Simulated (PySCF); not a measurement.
Gas-phase reaction: 2 AlH2Cl → AlH + 2 H + AlHCl2

Method: PySCF energies (xtb for GFN2) plus ideal-gas RRHO corrections (1 bar). † marks an energy on the PBE0/def2-TZVP geometry and frequencies; other levels use their own. MP2 freezes the core. 6-31G* has spherical d functions here. Open shells (unrestricted): H (multiplicity 2); the rest are closed-shell singlets. GFN2 has no spin-polarisation term. AlH2Cl, AlHCl2: computed as isolated molecules; such fragments, hydroxides, amides, oligomers or adducts are transient or little studied in the gas. MP2 isn't extrapolated to the basis-set limit.

```csv
level,"ΔH°(298 K), kJ"
GFN2-xTB,821
HF/6-31G*,?
HF/def2-TZVP†,462
M06-2X/def2-TZVP†,?
MP2/def2-TZVPP†,545
PBE/def2-SVP,542
PBE0/def2-SVP†,?
r2SCAN/def2-TZVP†,?
ωB97M-V/def2-TZVP†,557
```

**Question.** Fill in the missing entries.

**Answer.** 
- HF/6-31G*, ΔH°(298 K), kJ: 456
- M06-2X/def2-TZVP†, ΔH°(298 K), kJ: 545
- PBE0/def2-SVP†, ΔH°(298 K), kJ: 548
- r2SCAN/def2-TZVP†, ΔH°(298 K), kJ: 571
